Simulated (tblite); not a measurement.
C4H3FO.
Atom-mapped SMILES: `[F:1][c:2]1[cH:3][cH:4][cH:5][o:6]1` (hydrogens: H7 on C3; H8 on C4; H9 on C5)

Computed with GFN2-xTB (tblite), gas phase: Langevin dynamics at 300 K from the optimised GFN2-xTB geometry, time step 0.5 fs, friction 0.01 fs⁻¹, 2000 steps.

Start geometry:
```
atom  x, y, z in Å
F1      2.464   -0.279    0.358
C2      1.156   -0.158    0.171
C3      0.402    0.930   -0.121
C4     -0.926    0.429   -0.197
C5     -0.849   -0.903    0.054
O6      0.430   -1.272    0.282
H7      0.738    1.936   -0.262
H8     -1.809    0.996   -0.410
H9     -1.591   -1.673    0.101
```

The statistics below take the 31 frames saved every 25 fs from 250 to 1000 fs; their kinetic temperature (all 3N coordinates) averages 287 K.

Task: Give the mean, spread and extremes of the bond lengths.

Result: 
| bond | start (Å) | mean (Å) | standard deviation (Å) | shortest (Å) | longest (Å) |
| --- | --- | --- | --- | --- | --- |
| F1–C2 | 1.327 | 1.333 | 0.026 | 1.288 | 1.372 |
| C2–C3 | 1.356 | 1.359 | 0.026 | 1.308 | 1.430 |
| C3–C4 | 1.421 | 1.426 | 0.024 | 1.380 | 1.479 |
| C4–C5 | 1.358 | 1.364 | 0.026 | 1.317 | 1.419 |
| C5–O6 | 1.351 | 1.352 | 0.035 | 1.293 | 1.414 |
| C2–O6 | 1.334 | 1.336 | 0.031 | 1.273 | 1.424 |
| C3–H7 | 1.069 | 1.073 | 0.018 | 1.033 | 1.114 |
| C4–H8 | 1.070 | 1.075 | 0.028 | 1.012 | 1.150 |
| C5–H9 | 1.071 | 1.073 | 0.020 | 1.035 | 1.130 |

Task: Give the same statistics for bond angles, one of each kind among heavy atoms.

Result: 
| angle | start (°) | mean (°) | standard deviation (°) | smallest (°) | largest (°) |
| --- | --- | --- | --- | --- | --- |
| F1–C2–C3 | 130.7 | 130.3 | 2.9 | 124.1 | 139.2 |
| F1–C2–O6 | 116.6 | 116.3 | 2.7 | 111.3 | 121.3 |
| C3–C2–O6 | 112.7 | 112.8 | 2.7 | 108.4 | 118.3 |
| C2–C3–C4 | 104.4 | 104.2 | 2.3 | 98.0 | 107.8 |
| C3–C4–C5 | 106.5 | 106.2 | 1.8 | 103.3 | 110.2 |
| C4–C5–O6 | 110.7 | 110.6 | 1.8 | 105.8 | 114.3 |
| C2–O6–C5 | 105.8 | 105.7 | 2.0 | 102.4 | 111.8 |

Task: How far does each atom move about its mean position (frames aligned on the start, all atoms weighted alike), and what rms force does it feel?

Result: 
```json
{"atom": "F1", "rms displacement (Å)": "0.11", "rms force (eV/Å)": "1.10"}
{"atom": "C2", "rms displacement (Å)": "0.06", "rms force (eV/Å)": "2.06"}
{"atom": "C3", "rms displacement (Å)": "0.07", "rms force (eV/Å)": "1.93"}
{"atom": "C4", "rms displacement (Å)": "0.05", "rms force (eV/Å)": "1.95"}
{"atom": "C5", "rms displacement (Å)": "0.06", "rms force (eV/Å)": "2.25"}
{"atom": "O6", "rms displacement (Å)": "0.06", "rms force (eV/Å)": "1.71"}
{"atom": "H7", "rms displacement (Å)": "0.10", "rms force (eV/Å)": "0.74"}
{"atom": "H8", "rms displacement (Å)": "0.12", "rms force (eV/Å)": "1.07"}
{"atom": "H9", "rms displacement (Å)": "0.08", "rms force (eV/Å)": "0.77"}
```

The displacements run from 0.05 to 0.12 Å.

Task: How widely does the potential energy scatter, against a harmonic estimate?

Result: Mean 0.28 eV above the start, standard deviation 0.074 eV, range 0.13 to 0.40 eV. For 21 classical harmonic modes at 300 K the canonical values are 21kT/2 = 0.27 eV and kT·√(21/2) = 0.084 eV.

The run is classical and short, so these are rough statistics of one trajectory.

The cost below is that of the whole dynamics run. The run took 15 s wall on one thread of an Intel Xeon at 2.50 GHz, shared host with 64 logical CPUs at a one-minute load of 61, and the process peaked at 0.18 GiB of memory.
